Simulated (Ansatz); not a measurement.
**Interaction energy ladder**

The pair of HCl (SMILES Cl, atoms 1–2) and CH$_{4}$O (SMILES CO, atoms 3–8), both closed shells, in one local arrangement (a lower one may exist), relaxed at PBE0-D4/def2-TZVP:

| atom | x (Å) | y (Å) | z (Å) |
| --- | --- | --- | --- |
| Cl1 | 0.6017 | 0.8310 | -2.6467 |
| H2 | 0.5293 | 0.0992 | -1.5588 |
| C3 | -0.2008 | 0.1415 | 0.9179 |
| O4 | 0.3127 | -0.7478 | -0.0626 |
| H5 | 0.5034 | 0.9690 | 0.9911 |
| H6 | -0.2733 | -0.3462 | 1.8940 |
| H7 | -1.1796 | 0.5391 | 0.6332 |
| H8 | -0.2932 | -1.4858 | -0.1680 |

Ansatz 0.2.0; basis: def2-TZVPPD, with def2-QZVPPD for the basis limit; cores frozen in the correlated methods. B3LYP uses VWN-RPA correlation. Extrapolation: Hartree–Fock as exp(−7.88 √X), correlation as X^−2.97. Interaction energies count from these two fragments, frozen as in the pair, with the counterpoise correction; negative means bound.

Problem. What is the interaction energy by CCSD(T) at an estimated basis limit (MP2 extrapolated from triple and quadruple zeta, plus CCSD(T) − MP2 in triple zeta)? (To be estimated.)

Solution. By the calculation: -27.6 kJ/mol. Hartree–Fock alone gives -13.6 kJ/mol at the basis limit. It counts from the two fragments frozen as in the pair.

The same quantity by other methods in triple zeta, and each one's difference from that estimate:
```json
{"method": "PBE-D4", "E_int (kJ/mol)": "-33.0", "difference": "-5.4"}
{"method": "revPBE-D4", "E_int (kJ/mol)": "-29.0", "difference": "-1.4"}
{"method": "BLYP-D4", "E_int (kJ/mol)": "-29.1", "difference": "-1.5"}
{"method": "r2SCAN-D4", "E_int (kJ/mol)": "-32.5", "difference": "-4.9"}
{"method": "B97M-V", "E_int (kJ/mol)": "-28.9", "difference": "-1.3"}
{"method": "PBE0-D4", "E_int (kJ/mol)": "-31.9", "difference": "-4.2"}
{"method": "B3LYP-D4", "E_int (kJ/mol)": "-29.8", "difference": "-2.1"}
{"method": "HSE06-D4", "E_int (kJ/mol)": "-31.8", "difference": "-4.2"}
{"method": "wB97X-V", "E_int (kJ/mol)": "-28.3", "difference": "-0.7"}
{"method": "wB97M-V", "E_int (kJ/mol)": "-27.6", "difference": "0.0"}
{"method": "B2PLYP", "E_int (kJ/mol)": "-25.7", "difference": "1.9"}
{"method": "HF", "E_int (kJ/mol)": "-13.7", "difference": "13.9"}
{"method": "MP2", "E_int (kJ/mol)": "-27.9", "difference": "-0.3"}
{"method": "CCSD", "E_int (kJ/mol)": "-22.1", "difference": "5.6"}
{"method": "CCSD(T)", "E_int (kJ/mol)": "-24.4", "difference": "3.3"}
```
Differences are method less estimate.

Problem. Which atoms make the shortest contact between the fragments?

Solution. H2 and O4, 1.73 Å apart.

Energy to bend the free fragments (PBE0-D4 minima) into their shapes in the pair, CCSD(T)/def2-TZVPPD: HCl 2.1 kJ/mol; CH$_{4}$O -0.2 kJ/mol. This must be added to the interaction energy to get the binding energy from relaxed fragments.

Basis-set superposition shift (counterpoise-corrected less uncorrected): CCSD(T) 3.3; MP2 3.3; HF 0.3; PBE0-D4 0.4; wB97M-V 0.4 kJ/mol.

The T1 diagnostic stays at or below 0.010.

For scale, one of the runs: CCSD(T)/def2-TZVPPD, 213 basis functions, launched by `ansatz run in.yaml --threads 4 --pin off --events-out ev --progress --plain --max-ram 9574MiB`. Time: 37 s of wall clock on 4 CPU threads of an Arm Neoverse V1; the host was shared. Peak host memory: 3 GiB.
